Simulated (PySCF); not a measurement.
SH5 (doublet). All numbers come from UPBE0 in PySCF with S def2-TZVP, H def2-TZVP; no relativity; density-fitted integrals.

Harmonic bands of its minimum:

| ω (cm⁻¹) | IR (km/mol, summed over degenerate members) | degeneracy |
| --- | --- | --- |
| 1056 | 0.0 | 1 |
| 1101 | 15.5 | 1 |
| 1139 | 276 | 2 |
| 1206 | 0.0 | 1 |
| 1244 | 20.8 | 2 |
| 1635 | 2836 | 2 |
| 1827 | 8.6 | 1 |
| 1856 | 0.0 | 1 |
| 2563 | 0.0 | 1 |

Question: The central atom is S. Infer the point group and assign the bands.

Answer: C4v. The modes span 2b1 + 3a1 + 3e + b2: 1056 b1, 1101 a1, 1139 e, 1206 b2, 1244 e, 1635 e, 1827 a1, 1856 b1, 2563 a1. The computed geometry has S–H 1.348 Å, S–H 1.473 Å (×4); H–S–H 88.9° (×4), H–S–H 90.0° (×4), H–S–H 177.9° (×2).

Only a few start shapes were tried, so a lower isomer may exist.
